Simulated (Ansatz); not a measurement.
CH3BF (`C[B]F`) radical, relaxed with UKS PBE0-D4/def2-TZVP in Ansatz 0.2.0 from a PBE-D4/def2-SVP geometry. The force threshold is 0.005 eV/Å; the program also tests the step.

Total charge 0; spin multiplicity 2.

Start:

```xyz
6

C     0.424   -0.188    0.115
B    -0.780    0.290   -0.759
F    -1.877    0.848   -0.274
H     1.346    0.340   -0.210
H     0.272   -0.026    1.204
H     0.616   -1.265   -0.075
```

**Question.** By how much does the energy fall, and how many steps does the optimiser take? (Best estimate.)

**Answer.** The calculation gave: 0.41 kcal/mol, in 3 steps.

**Question.** Which bonds change most? (Best estimate.)

**Answer.** Ansatz gave: C1–H5 from 1.112 to 1.095 Å; C1–H6 from 1.110 to 1.094 Å; C1–H4 from 1.111 to 1.094 Å; B2–F3 from 1.322 to 1.311 Å.

**Question.** Give the relaxed structure. (Best estimate.)

**Answer.** The calculation gave: 
```xyz
6

C     0.424   -0.188    0.112
B    -0.776    0.288   -0.755
F    -1.858    0.841   -0.266
H     1.332    0.334   -0.203
H     0.266   -0.025    1.183
H     0.612   -1.250   -0.070
```
